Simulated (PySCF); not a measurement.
Assigning NMR signals

Mapped SMILES: `[NH:1]=[C:2]1[CH2:3][CH2:4][CH2:5]1`. Each H is labelled by its parent atom.

- spin–spin couplings from B3LYP/pcJ-1 (spin–dipole term only in couplings to heteroatoms)
- geometry: PBE0-D3(BJ)/def2-SVP
- GIAO KT2/pcSseg-2 shieldings
- run in PySCF
- gas phase, equivalent nuclei averaged, relativity neglected, one conformer

Referencing at the same level of theory: 13C and 1H against TMS.

Task: Assign these signals to the numbered atoms. 13C{1H} NMR (computed): δ 183.7, 42.4, 41.7, 13.3.

Result: 
| δ (ppm) | atoms | environment | reason |
| --- | --- | --- | --- |
| 183.7 | C2 | C=N carbon | – |
| 42.4 | C3 | sp3 CH2 in a ring | a saturated carbon with 2 carbon neighbours and no heteroatom attached |
| 41.7 | C5 | sp3 CH2 in a ring | – |
| 13.3 | C4 | sp3 CH2 in a ring | – |

C3 and C5 lie closer than the usual error of such a calculation, so a measured spectrum could show them in the other order.

Task: Assign these signals to the numbered atoms. 1H NMR (400 MHz, computed): δ 8.89 (br s, 1H), 3.10 (m, 2H), 2.90 (m, 2H), 1.82 (m, 2H).

Result: 
```tsv
δ (ppm)	atoms	environment	reason
8.89	H(N1)	hydrogen on an imine nitrogen	exchangeable; this is the value without hydrogen bonding to other molecules
3.10	H(C5)	hydrogen on an sp3 CH2 in a ring	–
2.90	H(C3)	hydrogen on an sp3 CH2 in a ring	–
1.82	H(C4)	hydrogen on an sp3 CH2 in a ring	–
```

OH/NH shifts are gas-phase values; hydrogen bonding in solution moves them, usually downfield. Splittings below 1 Hz are ignored in the labels, and close J values are merged. Couplings among chemically equivalent protons are left out too, so labels in AA′BB′ or AA′XX′ sets are apparent multiplicities. Unscaled 3J(H,H) at this level run about 10 % above measured values. Shifts are as computed. Against solution values, carbons near 30 ppm lie about +3 ppm off and those near 130 ppm about -1 ppm. Of 1211 compounds with measured shifts, 218 miss one by over three times the rms of a fit or turn the order of signals round; such compounds aren't used in these exercises. 3J across rotatable bonds or in flexible rings reflects this conformer alone.
